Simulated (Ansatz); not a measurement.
# SiPH (singlet): wave-function methods side by side at distance Si1–P2 = 1.558 Å, 6-31G

An exercise on one series of results from a longer session: the logs are not shown, and one member is left open.

Computed with Ansatz 0.2.0, Gaussian basis. Level: 6-31G, core rule «outside noble gas», up to 10 orbitals frozen.

Plan: UHF; CCSD(T) on RHF; BCCD(T) on RHF; CISD; CCSDT(Q) on RHF; CISDTQ; CCSDTQ on RHF; CASSCF and MRCISD+Q, 2 electrons in 2 orbitals; CASSCF and NEVPT2, 2 electrons in 2 orbitals; CASSCF and MRCISD+Q, 10 electrons in 9 orbitals; CASSCF and NEVPT2, 10 electrons in 9 orbitals; Full CI.

19 further runs of the same task are left out: 1 for a known fault of the program, 15 that didn't finish, 3 set aside as unsound or not needed.

## The geometry

The geometry derives from a PBE0/def2-TZVP stationary point (not a proven minimum). One bond is set to the value named and the two fragments are kept rigid.

3 atoms, charge 0, spin multiplicity 1.

Atoms are counted from 1 here; the program's logs count them from 0.

Bond lengths: Si1–P2 1.558 Å, Si1–H3 1.483 Å. Angles: P2–Si1–H3 180.0°.

Geometry (Å):

```
Si    0.0000    0.0000    0.0250
P     0.0000    0.0000   -1.5330
H     0.0000    0.0000    1.5080
```

The first run:

The input, in.yaml:

```yaml
crystal:
  periodic: [false, false, false]
  atoms:
    - {symbol: Si, position_ang: [0.000000, 0.000000, 0.025000]}
    - {symbol: P, position_ang: [0.000000, 0.000000, -1.533000]}
    - {symbol: H, position_ang: [0.000000, 0.000000, 1.508000]}
basis:
  gaussian: {orbitals: 6-31G}
magnetization: {spin_polarized: true, initial_magnetization: 0}
hamiltonian: {xc: hf}
output: {orbitals: {seedname: orbitals}}
```

On the command line:

```console
$ ansatz run in.yaml --threads 1 --pin off --events-out ev --progress --plain --max-ram 2393MiB
```

Among the steps run: UHF; CCSD(T) on RHF; BCCD(T) on RHF; CISD; CCSDT(Q) on RHF; CISDTQ; CCSDTQ on RHF; CASSCF and MRCISD+Q, 2 electrons in 2 orbitals; CASSCF and NEVPT2, 2 electrons in 2 orbitals; CASSCF and MRCISD+Q, 10 electrons in 9 orbitals; CASSCF and NEVPT2, 10 electrons in 9 orbitals; Full CI.

One of the session's tables, all rows but one given; the rest of the session is left out.

```
          method  from FCI (meV)
             RHF         +3375.1
            RMP2          +523.3
            CISD               ?
           RCCSD          +102.7
        RCCSD(T)           +27.3
         BCCD(T)           +27.2
          RCCSDT           +15.4
          CISDTQ           +16.2
       RCCSDT(Q)            +0.7
         RCCSDTQ            +1.1
  CASSCF valence          +906.5
  NEVPT2 valence          +266.5
  MRCISD valence           +28.5
MRCISD+Q valence            +7.8
             FCI               0
```

Estimate the missing values for CISD.

As computed: from FCI (meV): +317.4. In the column «from FCI (meV)» it lies between NEVPT2 valence (+266.5) and RMP2 (+523.3).

Left out of the table: CASSCF pair, NEVPT2 pair, MRCISD pair, MRCISD+Q pair (the active space lost an orbital or holds another state than full CI finds).

To keep in mind: Warnings in the runs' records: passed over end.
